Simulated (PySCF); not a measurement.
# methylsulfanylsilane (CH₆SSi): NMR shifts, electronic excitations and K edges in gas and solvents, part 2 of 2

PySCF 2.14.0. Atoms count from 0.

### 6 Excited states and response: PBE0/def2-SVPD in cyclohexane

The job: settings as JSON, then the geometry in Å.

```
{"job": {"kind": "uv", "xc": "PBE0", "basis": "def2-SVPD", "solvent": "cyclohexane", "nstates": 6, "ntriplets": 0}, "charge": 0, "multiplicity": 1}
C      1.269456     0.390734     0.184745
S      0.208529     0.596600    -1.282047
Si    -1.533230    -0.448474    -0.612989
H      1.486581    -0.669097     0.379615
H      2.213628     0.907168    -0.033941
H      0.816458     0.847626     1.076502
H     -1.232794    -1.884868    -0.321488
H     -2.524728    -0.349241    -1.721527
H     -2.093027     0.166816     0.630795
```

Level: TDDFT PBE0/def2-SVPD, vertical, IEF-PCM cyclohexane (non-equilibrium linear response), core orbitals frozen in the response.

What it wrote:

```text
coarse grid: 8056 points
cycle   1  E = -728.7729418508  dE = -8.611e-02  |g| = 1.848e-01  |ddm| = 3.116e+00
cycle   2  E = -728.7750272740  dE = -2.085e-03  |g| = 1.693e-01  |ddm| = 6.236e-01
cycle   3  E = -728.7837663403  dE = -8.739e-03  |g| = 2.433e-02  |ddm| = 2.906e-01
cycle   4  E = -728.7839348161  dE = -1.685e-04  |g| = 8.342e-03  |ddm| = 5.320e-02
cycle   5  E = -728.7839551182  dE = -2.030e-05  |g| = 2.726e-03  |ddm| = 1.568e-02
cycle   6  E = -728.7839571757  dE = -2.058e-06  |g| = 4.252e-04  |ddm| = 4.162e-03
final grid: 67112 points
cycle   7  E = -728.8605253104  dE = -9.072e-06  |g| = 5.404e-03  |ddm| = 4.196e-02
cycle   8  E = -728.8605208750  dE =  4.435e-06  |g| = 6.677e-03  |ddm| = 1.487e-02
cycle   9  E = -728.8605329371  dE = -1.206e-05  |g| = 3.509e-04  |ddm| = 8.026e-03
cycle  10  E = -728.8605329754  dE = -3.827e-08  |g| = 7.480e-05  |ddm| = 6.587e-04
cycle  11  E = -728.8605329771  dE = -1.714e-09  |g| = 2.079e-05  |ddm| = 1.626e-04
cycle  12  E = -728.8605329773  dE = -1.571e-10  |g| = 3.650e-06  |ddm| = 4.349e-05
converged SCF energy = -728.8605329773

Static polarisability (au): isotropic 71.945, principal 61.723 69.185 84.928

Singlet excitations
state   eV       nm        f      main configurations
  1   5.5428    223.7   0.01112   H->L 0.94
  2   5.9886    207.0   0.01271   H->L+1 0.93
  3   6.5299    189.9   0.00055   H->L+2 0.99
  4   6.8744    180.4   0.00004   H->L+3 0.98
  5   7.0800    175.1   0.01074   H->L+4 0.81, H-1->L 0.15
  6   7.3587    168.5   0.03217   H->L+5 0.99
```

Run time: 7.2 s. Hardware: 1 thread of Intel Xeon Platinum 8259CL at 2.50GHz, shared host; peak memory 0.54 GiB.

This run: HOMO -6.98 eV, LUMO 0.04 eV; lowest singlet 5.54 eV.

### 7 Ultraviolet spectrum: PBE0/def2-SVPD in water

The job, as its differences from that of step 6:

```diff
@@ -1,2 +1,2 @@
-{"job": {"kind": "uv", "xc": "PBE0", "basis": "def2-SVPD", "solvent": "cyclohexane", "nstates": 6, "ntriplets": 0}, "charge": 0, "multiplicity": 1}
+{"job": {"kind": "uv", "xc": "PBE0", "basis": "def2-SVPD", "solvent": "water", "nstates": 6, "ntriplets": 0}, "charge": 0, "multiplicity": 1}
 C      1.269456     0.390734     0.184745
```

With the program's defaults for keys left out, this is: TDDFT PBE0/def2-SVPD, vertical, IEF-PCM water (non-equilibrium linear response), core orbitals frozen in the response.

What it wrote:

```text
coarse grid: 8056 points
cycle   1  E = -728.7761671334  dE = -8.915e-02  |g| = 1.796e-01  |ddm| = 3.116e+00
cycle   2  E = -728.7790251729  dE = -2.858e-03  |g| = 1.557e-01  |ddm| = 6.260e-01
cycle   3  E = -728.7861609060  dE = -7.136e-03  |g| = 2.356e-02  |ddm| = 2.652e-01
cycle   4  E = -728.7863084084  dE = -1.475e-04  |g| = 8.556e-03  |ddm| = 5.006e-02
cycle   5  E = -728.7863285646  dE = -2.016e-05  |g| = 2.419e-03  |ddm| = 1.445e-02
cycle   6  E = -728.7863301791  dE = -1.615e-06  |g| = 2.940e-04  |ddm| = 4.045e-03
final grid: 67112 points
cycle   7  E = -728.8628856229  dE = -8.973e-06  |g| = 5.560e-03  |ddm| = 4.188e-02
cycle   8  E = -728.8628816725  dE =  3.950e-06  |g| = 6.713e-03  |ddm| = 1.515e-02
cycle   9  E = -728.8628937567  dE = -1.208e-05  |g| = 3.081e-04  |ddm| = 7.888e-03
cycle  10  E = -728.8628937844  dE = -2.777e-08  |g| = 7.034e-05  |ddm| = 5.903e-04
cycle  11  E = -728.8628937860  dE = -1.569e-09  |g| = 1.417e-05  |ddm| = 1.540e-04
cycle  12  E = -728.8628937861  dE = -6.776e-11  |g| = 2.328e-06  |ddm| = 3.542e-05
converged SCF energy = -728.8628937861

Static polarisability (au): isotropic 88.589, principal 78.775 86.381 100.610

Singlet excitations
state   eV       nm        f      main configurations
  1   5.6445    219.7   0.01280   H->L 0.92
  2   6.0496    204.9   0.01481   H->L+1 0.92
  3   6.6700    185.9   0.00011   H->L+2 0.98
  4   6.9636    178.0   0.00004   H->L+3 0.97
  5   7.1485    173.4   0.00840   H->L+4 0.78, H-1->L 0.16
  6   7.4118    167.3   0.03203   H->L+5 0.99
```

Run time: 7.2 s. Hardware: 1 thread of Intel Xeon Platinum 8259CL at 2.50GHz, shared host; peak memory 0.54 GiB.

In short: HOMO -7.05 eV, LUMO 0.08 eV; lowest singlet 5.64 eV.

### 8 K-edge absorption: BHandHLYP/def2-SVPD+aug-pcX-1+pcseg-1

The job, as its differences from that of step 7:

```diff
@@ -1,2 +1,2 @@
-{"job": {"kind": "uv", "xc": "PBE0", "basis": "def2-SVPD", "solvent": "water", "nstates": 6, "ntriplets": 0}, "charge": 0, "multiplicity": 1}
+{"job": {"kind": "xas", "xc": "BHandHLYP", "basis": {"default": "aug-pcX-1", "H": "pcseg-1", "S": "def2-SVPD", "Si": "def2-SVPD"}}, "charge": 0, "multiplicity": 1}
 C      1.269456     0.390734     0.184745
```

With the program's defaults for keys left out, this is: core-valence-separated TDA BHandHLYP/aug-pcX-1 H:pcseg-1 S:def2-SVPD Si:def2-SVPD, K edges, non-relativistic, gas phase.

What it wrote:

```text
coarse grid: 8056 points
cycle   1  E = -729.0930872237  dE = -8.032e-02  |g| = 2.088e-01  |ddm| = 2.750e+00
cycle   2  E = -729.1037173434  dE = -1.063e-02  |g| = 1.310e-01  |ddm| = 4.834e-01
cycle   3  E = -729.1093039198  dE = -5.587e-03  |g| = 2.779e-02  |ddm| = 2.480e-01
cycle   4  E = -729.1095560993  dE = -2.522e-04  |g| = 6.106e-03  |ddm| = 4.099e-02
cycle   5  E = -729.1095654585  dE = -9.359e-06  |g| = 1.788e-03  |ddm| = 7.248e-03
final grid: 67112 points
cycle   6  E = -729.1621607082  dE = -1.407e-05  |g| = 1.140e-03  |ddm| = 1.131e-02
cycle   7  E = -729.1621608584  dE = -1.502e-07  |g| = 6.998e-04  |ddm| = 2.478e-03
cycle   8  E = -729.1621610064  dE = -1.480e-07  |g| = 2.011e-04  |ddm| = 1.019e-03
cycle   9  E = -729.1621610172  dE = -1.077e-08  |g| = 4.608e-05  |ddm| = 1.969e-04
cycle  10  E = -729.1621610179  dE = -7.058e-10  |g| = 9.261e-06  |ddm| = 6.446e-05
converged SCF energy = -729.1621610179

C K edge
   eV          f      from atoms
  285.189   0.04618   C0
  286.291   0.01381   C0
  287.025   0.02985   C0
  287.175   0.03500   C0
  287.499   0.00512   C0
  288.124   0.00024   C0
  288.397   0.00315   C0
  288.567   0.00146   C0
```

Wall time 3.6 s (1 thread of Intel Xeon Platinum 8259CL at 2.50GHz, shared host); peak memory 0.5 GiB.

### 9 Run by run: NMR shifts

Shifts (ppm), means over like atoms, with basis size and wall time:

```csv
run,C0,H6,H3,S1,Si2,functions,time
PBE0/pcSseg-1 in cyclohexane,15.6,4.53,1.99,-233,-46.0,95,8.6 s
PBE0/pcSseg-1 in water,15.9,4.54,2.10,-242,-46.0,95,6.2 s
```

The continuum's effect on the ground state:

```
    solvent      ε  polarisation energy (Eh)  μ (D)
cyclohexane   2.02                   -0.0016   1.79
      water  78.36                   -0.0047   2.15
```

### 10 Comparing the runs: electronic excitations

Excitations and ground-state properties, with basis size and wall time:

| run | lowest singlet (eV) | brightest (eV) | f | gap (eV) | α (Å³) | μ (D) | functions | time |
| --- | --- | --- | --- | --- | --- | --- | --- | --- |
| PBE0/def2-SVPD | 5.50 | 7.35 | 0.022 | 6.96 | 9.43 | 1.49 | 119 | 12 s |
| PBE0/def2-SVPD in cyclohexane | 5.54 | 7.36 | 0.032 | 7.02 | 10.66 | 1.72 | 119 | 7.2 s |
| PBE0/def2-SVPD in water | 5.64 | 7.41 | 0.032 | 7.12 | 13.13 | 2.13 | 119 | 7.2 s |

The continuum's effect on the ground state:

| solvent | ε | polarisation energy (Eh) | μ (D) |
| --- | --- | --- | --- |
| cyclohexane | 2.02 | -0.0015 | 1.72 |
| water | 78.36 | -0.0046 | 2.13 |

### 11 What came out

This closing draws on all 2 parts.

```
                                                                           quantity                                                  value
                                                                        point group                                                     Cs
                                               rotational constants (main isotopes)                                  13.92, 4.21, 3.43 GHz
                                13C shifts against TMS (PBE0/pcSseg-1, cyclohexane)                                               15.6 ppm
1H shifts against TMS (PBE0/pcSseg-1, cyclohexane, means over atoms taken as alike)                                         4.53, 1.99 ppm
                                33S shifts against CS2 (PBE0/pcSseg-1, cyclohexane)                                               -233 ppm
                               29Si shifts against TMS (PBE0/pcSseg-1, cyclohexane)                                              -46.0 ppm
                                                    lowest singlet (PBE0/def2-SVPD)                            5.50 eV (225 nm), f = 0.007
                                           brightest single state of those computed                            state 6, 7.35 eV, f = 0.022
                                              surface potential, 1st and 99th percentile                                     -0.93 V and 1.01 V
                                                                           C K edge  first line 285.19 eV, strongest 285.19 eV (f = 0.046)
                                                           range of the shift of S1                                       -242 to -233 ppm
                                                        range of the lowest singlet                                        5.50 to 5.64 eV
```

**Reading.** The optimisation took 3 steps and gained 0.157 eV; among the close pairs (by a distance rule), Si2–H7 changed most, from 1.425 to 1.491 Å. At PBE0/pcSseg-1: The widest tensor belongs to S1: span 256 ppm, with a paramagnetic part of -329 ppm. The lowest singlet, at 5.50 eV, is HOMO→LUMO 0.94 and is weak; of the 6 states computed, the strongest absorption comes from state 6 at 7.35 eV (the last computed, so partners may be missing). States above −ε(HOMO) lie where TDDFT describes them poorly and they hang on the basis; the brightest is among them. At the C edge the strongest single line lifts a 1s electron of C0 into several orbitals, led by LUMO (weight 0.25), and it is the first line. Absolute edge energies from this method are off by several eV; spacings are better. In ppm, S1 moves most: its shift spreads over 9 ppm, from -242 (PBE0/pcSseg-1 in water) to -233 (PBE0/pcSseg-1 in cyclohexane). The continuum holds electrostatics alone: no hydrogen bonds to the solvent, and the gas-phase geometry is kept. The lowest singlet runs from 5.50 eV (PBE0/def2-SVPD) to 5.64 eV (PBE0/def2-SVPD in water), while the orbital gap spans 6.96 to 7.12 eV. The lowest state need not be the same one in every run.
